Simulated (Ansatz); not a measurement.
# CH4BNa (SMILES C[BH][Na]): single points off equilibrium

An exercise on one series of results from a longer session: the logs are not shown, and one member is left open.

Computed with Ansatz 0.2.0, Gaussian basis. Level: single points in def2-TZVPP.

Cores are frozen in the correlated methods. The outer core shell of Li, Na, Mg and K is correlated. B3LYP uses VWN-RPA correlation.

## Where the work starts

SMILES `C[BH][Na]`, 7 atoms, charge 0, spin multiplicity 1.

Atoms are counted from 1 here; the program's logs count them from 0.

Bond lengths: C1–B2 1.586 Å, C1–H4 1.011 Å, C1–H5 1.200 Å, C1–H6 1.185 Å, B2–Na3 2.278 Å, B2–H7 1.212 Å. Angles: B2–C1–H4 116.2°, B2–C1–H5 110.3°, B2–C1–H6 114.1°, H4–C1–H5 108.8°, H4–C1–H6 104.9°, H5–C1–H6 101.4°, C1–B2–Na3 124.2°, C1–B2–H7 105.9°, Na3–B2–H7 129.1°.

Geometry (Å):

```mol
CH4BNa
  3D, bonds by distance, orders not assigned

  7  6  0  0  0  0  0  0  0  0999 V2000
   -0.6857    0.2191   -0.1944 C   0  0
    0.6584   -0.3652    0.4116 B   0  0
    2.7099    0.5835    0.1305 Na  0  0
   -0.8999    1.1791    0.0379 H   0  0
   -0.6898    0.1007   -1.3889 H   0  0
   -1.6565   -0.3911    0.1040 H   0  0
    0.3744   -1.4553    0.8589 H   0  0
  1  2  8  0
  1  4  8  0
  1  5  8  0
  1  6  8  0
  2  3  8  0
  2  7  8  0
M  END
```

The first run:

Contents of run/in.yaml:

```yaml
crystal:
  periodic: [false, false, false]
  atoms:
    - {symbol: C, position_ang: [-0.685700, 0.219100, -0.194400]}
    - {symbol: B, position_ang: [0.658400, -0.365200, 0.411600]}
    - {symbol: Na, position_ang: [2.709900, 0.583500, 0.130500]}
    - {symbol: H, position_ang: [-0.899900, 1.179100, 0.037900]}
    - {symbol: H, position_ang: [-0.689800, 0.100700, -1.388900]}
    - {symbol: H, position_ang: [-1.656500, -0.391100, 0.104000]}
    - {symbol: H, position_ang: [0.374400, -1.455300, 0.858900]}
basis:
  gaussian: {orbitals: def2-TZVPP}
correlation: {method: ccsd_t}
output: {forces: true}
```

The command line of these runs was not kept.

Among the steps run: CCSD(T)/def2-TZVPP; PBE0-D4/def2-TZVPP; wB97M-V/def2-TZVPP; r2SCAN-D4/def2-TZVPP; PBE-D4/def2-TZVPP; LC-wPBE/def2-TZVPP; B3LYP-D4/def2-TZVPP.

One table of the session follows, with a row left open; its other results are not shown here.

```
   method  RMS force component (eV/Å)  angle to CCSD(T) forces (°)  dipole (D)
  CCSD(T)                       1.593                    reference        5.15
  PBE0-D4                       1.612                          3.9        4.79
  wB97M-V                       1.595                          2.7        5.16
r2SCAN-D4                           ?                            ?           ?
   PBE-D4                       1.574                          6.6        4.20
  LC-wPBE                       1.656                          2.7        5.58
 B3LYP-D4                       1.573                          3.9        4.57
```

Estimate the missing values for r2SCAN-D4.

As computed: RMS force component (eV/Å): 1.595; angle to CCSD(T) forces (°): 4.4; dipole (D): 4.81.
